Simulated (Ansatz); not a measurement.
Reaction (SMILES): N#[N+][O-] → 2 N atom + O atom
B3LYP-D3(BJ)/def2-TZVP geometries, fixed; electronic energies without zero-point terms.

Basis-set convergence of the atomisation energy at PBE with Ansatz (a program for electronic structure). All functions are spherical. The program fits the integrals of some runs and decomposes those of others, by size. Open shells are unrestricted. No added dispersion term, no relativity. Functions are those of the species that has most. Reference: the value in aug-pcseg-3, 310.83 kcal/mol, itself unsure by roughly 0.23 kcal/mol (its mean distance from aug-cc-pVQZ, cc-pV5Z, def2-QZVPPD). Deviations are taken from unrounded values.

```json
[
 {"basis": "6-31G", "functions": "27", "atomisation energy (kcal/mol)": "257.42", "minus reference (kcal/mol)": "-53.41"},
 {"basis": "cc-pVDZ", "functions": "42", "atomisation energy (kcal/mol)": "307.32", "minus reference (kcal/mol)": "-3.52"},
 {"basis": "def2-SVPD", "functions": "63", "atomisation energy (kcal/mol)": "314.92", "minus reference (kcal/mol)": "4.09"},
 {"basis": "aug-cc-pVDZ", "functions": "69", "atomisation energy (kcal/mol)": "303.39", "minus reference (kcal/mol)": "-7.44"},
 {"basis": "pcseg-2", "functions": "90", "atomisation energy (kcal/mol)": "309.97", "minus reference (kcal/mol)": "-0.86"},
 {"basis": "def2-TZVPP", "functions": "93", "atomisation energy (kcal/mol)": "310.60", "minus reference (kcal/mol)": "-0.23"},
 {"basis": "6-311++G(3df,3pd)", "functions": "117", "atomisation energy (kcal/mol)": "311.26", "minus reference (kcal/mol)": "0.43"},
 {"basis": "aug-pcseg-2", "functions": "138", "atomisation energy (kcal/mol)": "310.18", "minus reference (kcal/mol)": "-0.65"},
 {"basis": "pcseg-3", "functions": "180", "atomisation energy (kcal/mol)": "310.79", "minus reference (kcal/mol)": "-0.04"}
]
```

The smallest set listed that lies within 2 kcal/mol of the reference with all its larger relatives (same family, alike in diffuse functions; a set with none counts only in the reference's own line) is pcseg-2 (90 functions, -0.86 kcal/mol off). Inside, with no larger relative to test it: 6-311++G(3df,3pd). (Relatives not listed, tested too: def2-QZVP -0.44, def2-QZVPP -0.44, aug-pcseg-3 0.00 kcal/mol.)
